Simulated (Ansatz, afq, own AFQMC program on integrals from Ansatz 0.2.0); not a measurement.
**HBr + HO, doublet in cc-pVTZ along one coordinate**

```xyz
4

Br   -1.8076    0.2350    0.0000
H    -0.3870    0.2350    0.0000
O     0.9714    0.2350    0.0000
H     1.2232   -0.7050    0.0000
```

A hydrogen atom is moved from one rigid fragment to the other; the Br1–H2 distance tells how far. The two fragments are held close together, so this isn't a minimum-energy path and the start is a compressed complex. Energies in kJ/mol count from this geometry (1.421 Å) at the same level; the start stands on UHF, each point on the determinant named.

Basis cc-pVTZ. Noble-gas cores (and the filled d shells of Ga–Kr and In–Xe) are frozen. AFQMC by an in-house program on the Cholesky factors that Ansatz 0.2.0 writes for its CCSD(T) run. ph-AFQMC/CISD is guided by a CISD state made of CCSD amplitudes; releasing the constraint for a short imaginary time cuts its bias at the price of noise, slowly where states lie close. Uncertainties: one standard error, sampling alone. No spin–orbit coupling.

Cautions, each for one point or more: inner d shell frozen; no relativity below Rb; no spin-orbit coupling; the ph-AFQMC/CISD walk drifts between its halves; unrestricted determinant slightly spin contaminated.

| r(Br1–H2) / Å | det. | T1 | weight | ⟨S²⟩ | CCSD(T) | ph-AFQMC/CISD | wB97M-V | CCSD |
| --- | --- | --- | --- | --- | --- | --- | --- | --- |
| 1.526 | UHF | 0.027 | 0.85 | 0.80 | -16.5 | -16.7 ± 0.7 | -18.7 | -13.6 |
| 1.578 | UHF | 0.025 | 0.85 | 0.81 | -28.2 | -26.8 ± 0.6 | -30.5 | -24.5 |
| 1.684 | UHF | 0.016 | 0.87 | 0.79 | -61.8 | -61.2 ± 0.8 | -62.0 | -58.8 |
| 1.789 | UHF | 0.016 | 0.87 | 0.77 | -91.1 | -90.2 ± 0.6 | -88.2 | -90.9 |

Weight is that of the determinant in the CISD state; at the start T1 is 0.021 and the weight 0.86, and ⟨S²⟩ is 0.77. Largest departures from phaseless AFQMC with a CISD trial: CCSD(T) -1.4 kJ/mol at 1.578 (on UHF), wB97M-V -3.7 kJ/mol at 1.578, CCSD 3.1 kJ/mol at 1.526 (on UHF). The walk's constraint bias lies outside its error bars, so these are departures and not errors. Functionals count only at points shown to share the start's state and spin.

Some points may be missing: those where a free walk finds a much lower state, and past Zn most of those on another determinant than at the start.

A walk keeps the symmetry of its determinant, which the program's search chose and which needn't be the lowest solution, so a lower state of the same spin and another symmetry isn't excluded.
